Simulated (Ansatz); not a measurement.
# CH₅FSi (built from SMILES C[SiH2]F): single points off equilibrium

One table from this session's results is given with a row withheld; the runs are named, their logs left out.

Program: Ansatz 0.2.0, Gaussian basis. Level of theory: single points in def2-TZVPP. These are calculated values, not measurements.

Cores are frozen in the correlated methods.

## The starting structure

8 atoms, charge 0, spin multiplicity 1.

Atoms are counted from 1 here; the program's logs count them from 0.

Bond lengths: Si1–H4 1.492 Å, Si1–C5 1.862 Å, F2–H3 1.137 Å, C5–H6 1.076 Å, C5–H7 1.086 Å, C5–H8 0.958 Å. Angles: H4–Si1–C5 107.8°, Si1–C5–H6 114.7°, Si1–C5–H7 105.3°, Si1–C5–H8 115.2°, H6–C5–H7 105.1°, H6–C5–H8 108.1°, H7–C5–H8 107.6°.

Geometry (Å):

```mol
CH5FSi
  3D, bonds by distance, orders not assigned

  8  6  0  0  0  0  0  0  0  0999 V2000
   -0.6776   -0.6295    0.0326 Si  0  0
   -0.6820   -0.2142   -1.9071 F   0  0
   -0.5901   -1.2985   -1.5777 H   0  0
   -1.9309    0.1118    0.3580 H   0  0
    0.7529    0.3303    0.7400 C   0  0
    0.5270    1.3509    0.9971 H   0  0
    1.4803    0.3947   -0.0632 H   0  0
    1.1860   -0.0776    1.4912 H   0  0
  1  4  8  0
  1  5  8  0
  2  3  8  0
  5  6  8  0
  5  7  8  0
  5  8  8  0
M  END
```

Set-up of the first run:

Input file run/in.yaml:

```yaml
crystal:
  periodic: [false, false, false]
  atoms:
    - {symbol: Si, position_ang: [-0.677600, -0.629500, 0.032600]}
    - {symbol: F, position_ang: [-0.682000, -0.214200, -1.907100]}
    - {symbol: H, position_ang: [-0.590100, -1.298500, -1.577700]}
    - {symbol: H, position_ang: [-1.930900, 0.111800, 0.358000]}
    - {symbol: C, position_ang: [0.752900, 0.330300, 0.740000]}
    - {symbol: H, position_ang: [0.527000, 1.350900, 0.997100]}
    - {symbol: H, position_ang: [1.480300, 0.394700, -0.063200]}
    - {symbol: H, position_ang: [1.186000, -0.077600, 1.491200]}
basis:
  gaussian: {orbitals: def2-TZVPP}
correlation: {method: ccsd_t}
output: {forces: true}
```

No record of the launch command was kept for these runs.

Steps of the session up to this table: CCSD(T)/def2-TZVPP; PBE0-D4/def2-TZVPP; wB97M-V/def2-TZVPP; r2SCAN-D4/def2-TZVPP; PBE-D4/def2-TZVPP; LC-wPBE/def2-TZVPP; revPBE-D4/def2-TZVPP.

One table of the session follows, with a row left open; its other results are not shown here.

```
   method  RMS force component (eV/Å)  angle to CCSD(T) forces (°)  dipole (D)
  CCSD(T)                       1.898                    reference        1.26
  PBE0-D4                       1.908                          2.3        1.38
  wB97M-V                       1.881                          1.7        1.32
r2SCAN-D4                       1.896                          5.1        1.38
   PBE-D4                       1.939                          7.8        1.34
  LC-wPBE                           ?                            ?           ?
revPBE-D4                       1.944                          8.5        1.33
```

Q: Estimate the row for LC-wPBE from the others.

**Answer.** RMS force component (eV/Å): 1.922; angle to CCSD(T) forces (°): 2.9; dipole (D): 1.37. In the column «RMS force component (eV/Å)» it lies between PBE0-D4 (1.908) and PBE-D4 (1.939).
